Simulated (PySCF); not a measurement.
# C2H4ClF (Ethane, 1-chloro-2-fluoro-): the cost of one run

Programs: PySCF 2.14.0, with density-fitted response routines of our own. Each step states its level of theory. These are calculated values for one molecule in the gas phase, unless marked as measured. Atoms count from 0, in the outputs and in this text.

### Step 1. Starting geometry

8 atoms, charge 0, multiplicity 1; geometry from: MMFF94s. The atoms were then displaced at random by about 0.03 Å, so the start is not that level's minimum.

Bonds of the start (Å): F0–C1 1.37, C1–C2 1.47, C2–Cl3 1.89, C1–H4 1.11, C1–H5 1.11, C2–H6 1.09, C2–H7 1.12.

### Step 2. Geometry optimisation at PBE0-D3(BJ)/def2-SVP

What the job is given:

```
{"job": {"xc": "PBE0", "basis": "def2-SVP", "d3": "d3bj", "grid": 1, "shake": 0.03, "kind": "geom"}, "charge": 0, "multiplicity": 1}
F     -1.518890    -0.910730     0.225630
C     -0.758480     0.213980     0.051070
C      0.617620    -0.293630    -0.073210
Cl     1.926650     1.059080    -0.262980
H     -1.054450     0.743910    -0.877750
H     -0.883290     0.899670     0.915010
H      0.809220    -0.970260    -0.899460
H      0.999830    -0.827680     0.837980
```

On the command line:

```sh
OMP_NUM_THREADS=1 python probes_run.py task.json out
```

One launch serves the whole session: the jobs run in the order shown.

**Question.** How long does this first job take on 1 thread of Arm Neoverse V1, shared host, and how much memory does it need?

About 15 s, with a peak of 0.32 GiB.
